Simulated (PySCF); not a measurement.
Molecule: N-Methylhydroxylamine (CNO, CH$_{5}$NO).

Bonds (- single, = double, # triple, : aromatic): C1-N2 1.444 Å, N2-O3 1.411 Å. C1 carries H4, H5, H6; N2 carries H7; O3 carries H8.

Spin–spin couplings on one PBE0-D3(BJ)/def2-SVP geometry, PySCF, gas phase, non-relativistic, equivalent pairs averaged; isotopes $^{13}$C, $^{1}$H, $^{15}$N, $^{17}$O; functional B3LYP.

Problem. How do the couplings (Hz) change with the basis set? Times are CPU seconds on shared hosts with different chips, so compare them loosely. Far from the basis limit: 6-31G*, pcJ-0, 6-31G-J, def2-TZVP, cc-pVTZ.

Solution. 
```tsv
basis set	functions	$^{1}J$(C1,H4)	$^{1}J$(N2,H7)	$^{1}J$(O3,H8)	$^{1}J$(C1,N2)	$^{1}J$(N2,O3)	$^{2}J$(H4,H5)	$^{2}J$(O3,H7)	core-s
6-31G*	52	145.6	-67.9	-62.0	-7.0	-4.7	-13.5	-8.7	3.2
pcJ-0	54	117.7	-50.4	-16.0	2.4	-6.3	-11.6	-10.0	3.1
6-31G-J	56	143.9	-68.3	-47.5	0.7	-10.5	-15.0	-11.9	3.5
def2-TZVP	123	131.8	-62.5	-57.9	-0.2	-9.9	-10.6	-9.1	8.3
pcJ-1	131	139.4	-66.9	-64.9	-2.2	-6.9	-12.2	-9.6	11
cc-pVTZ	160	124.1	-51.4	-42.9	1.4	-8.0	-9.8	-7.9	12
aug-cc-pVTZ-J	238	141.1	-68.9	-69.5	-1.0	-9.6	-12.6	-9.7	20
pcJ-2	273	139.4	-68.0	-68.6	-1.1	-8.6	-12.3	-9.7	24
```

The Fermi-contact term samples the wavefunction at the nucleus, which is why sets with added tight s functions (names with J) are made for couplings.
